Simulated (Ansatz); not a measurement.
**C₆H₁₂: ionisation energy by level of theory**

How much energy removes an electron from C₆H₁₂ at fixed geometry? The cation is run at each level and the neutral's energy taken from earlier runs.

The runs use Ansatz 0.2.0, Gaussian basis; unrestricted cation, the program's frozen cores in correlated methods.

Levels to be run: UKS PBE-D4/def2-TZVPP; UKS r2SCAN-D4/def2-TZVPP; UKS PBE0-D4/def2-TZVPP; UKS B3LYP-D4/def2-TZVPP; UKS wB97X-V/def2-TZVPP; UKS wB97M-V/def2-TZVPP; UKS B2PLYP/def2-TZVPP; UHF-CCSD(T)/def2-TZVPP; UHF-MP2/def2-QZVPP; extrapolation to the limit; then −ε(HOMO) from the neutral's earlier runs with LDA (SPW92), PBE-D4, revPBE-D4, BLYP-D4, r2SCAN-D4, B97M-V, PBE0-D4, B3LYP-D4, r2SCANh-D4, r2SCAN0-D4, HSE06-D4, BHLYP-D4, CAM-B3LYP-D4, LC-ωPBE, ωB97X-V, ωB97M-V.

### 1 Structure used throughout

All runs share one geometry, relaxed beforehand with PBE0-D4 in a triple-zeta def2 set.

SMILES `C/C=C\CCC`, 18 atoms, charge 0, spin multiplicity 1.

Atoms are counted from 1 here; the program's logs count them from 0.

Bond lengths: C1–C2 1.491 Å, C1–H7 1.095 Å, C1–H8 1.090 Å, C1–H9 1.095 Å, C2–C3 1.330 Å, C2–H10 1.088 Å, C3–C4 1.493 Å, C3–H11 1.089 Å, C4–C5 1.530 Å, C4–H12 1.096 Å, C4–H13 1.094 Å, C5–C6 1.519 Å, C5–H14 1.096 Å, C5–H15 1.095 Å, C6–H16 1.094 Å, C6–H17 1.093 Å, C6–H18 1.092 Å. Angles: C2–C1–H7 110.8°, C2–C1–H8 112.9°, C2–C1–H9 110.6°, H7–C1–H8 108.0°, H7–C1–H9 106.5°, H8–C1–H9 107.8°, C1–C2–C3 127.5°, C1–C2–H10 115.2°, C3–C2–H10 117.3°, C2–C3–C4 127.9°, C2–C3–H11 117.2°, C4–C3–H11 114.8°, C3–C4–C5 112.6°, C3–C4–H12 108.7°, C3–C4–H13 111.0°, C5–C4–H12 108.7°, C5–C4–H13 109.2°, H12–C4–H13 106.4° and more.

### 2 Cation, UKS PBE-D4/def2-TZVPP

Contents of in.yaml:

```yaml
crystal:
  periodic: [false, false, false]
  atoms:
    - {symbol: C, position_ang: [-1.977387, -1.198944, 0.486762]}
    - {symbol: C, position_ang: [-0.703079, -1.142247, 1.258987]}
    - {symbol: C, position_ang: [0.513423, -0.867778, 0.795739]}
    - {symbol: C, position_ang: [0.909365, -0.537855, -0.605879]}
    - {symbol: C, position_ang: [1.410700, 0.900471, -0.752501]}
    - {symbol: C, position_ang: [0.323921, 1.934675, -0.516884]}
    - {symbol: H, position_ang: [-2.442150, -2.186383, 0.574773]}
    - {symbol: H, position_ang: [-1.840296, -0.985037, -0.573051]}
    - {symbol: H, position_ang: [-2.700604, -0.478520, 0.882951]}
    - {symbol: H, position_ang: [-0.796055, -1.350747, 2.322890]}
    - {symbol: H, position_ang: [1.330800, -0.859176, 1.515610]}
    - {symbol: H, position_ang: [1.708735, -1.221616, -0.915092]}
    - {symbol: H, position_ang: [0.078273, -0.701594, -1.297508]}
    - {symbol: H, position_ang: [2.235989, 1.065115, -0.050215]}
    - {symbol: H, position_ang: [1.831946, 1.027965, -1.754979]}
    - {symbol: H, position_ang: [-0.489387, 1.818675, -1.239534]}
    - {symbol: H, position_ang: [-0.106558, 1.831973, 0.482161]}
    - {symbol: H, position_ang: [0.712365, 2.951032, -0.614238]}
basis:
  gaussian: {orbitals: def2-TZVPP}
total_charge: 1
magnetization: {spin_polarized: true, initial_magnetization: 1}
hamiltonian: {xc: pbe, dispersion: d4}
```

Command:

```console
$ ansatz run in.yaml --threads 2 --pin off --events-out ev --progress --plain --max-ram 22528MiB --backend cuda --devices 0, --max-vram 18GiB
```

Further steps of the session: Cation, UKS r2SCAN-D4/def2-TZVPP; Cation, UKS PBE0-D4/def2-TZVPP; Cation, UKS B3LYP-D4/def2-TZVPP; Cation, UKS wB97X-V/def2-TZVPP; Cation, UKS wB97M-V/def2-TZVPP; Cation, UKS B2PLYP (frozen core)/def2-TZVPP; Cation, UHF-CCSD(T)/def2-TZVPP; Cation, UHF-MP2/def2-QZVPP.

Before running them: what should the planned runs give, taken together? Wanted: ionisation energy, CCSD(T)/CBS; nearest functional by difference; nearest −ε(HOMO); −ε(HOMO) of PBE; T1 of the cation.

The runs gave:

```
                        quantity               value
  ionisation energy, CCSD(T)/CBS             9.34 eV
nearest functional by difference   B2PLYP (-0.30 eV)
                nearest −ε(HOMO)  ωB97X-V (-0.12 eV)
                 −ε(HOMO) of PBE             5.80 eV
                T1 of the cation               0.018
```

**Reading.** Energy differences with functionals land within 0.54 eV of the reference. −ε(HOMO) of PBE misses by 3.5 eV, since self-interaction lifts the level. Among orbital estimates ωB97X-V comes nearest. Hartree-Fock falls 1.60 eV short, as the neutral has more correlation energy than the cation.
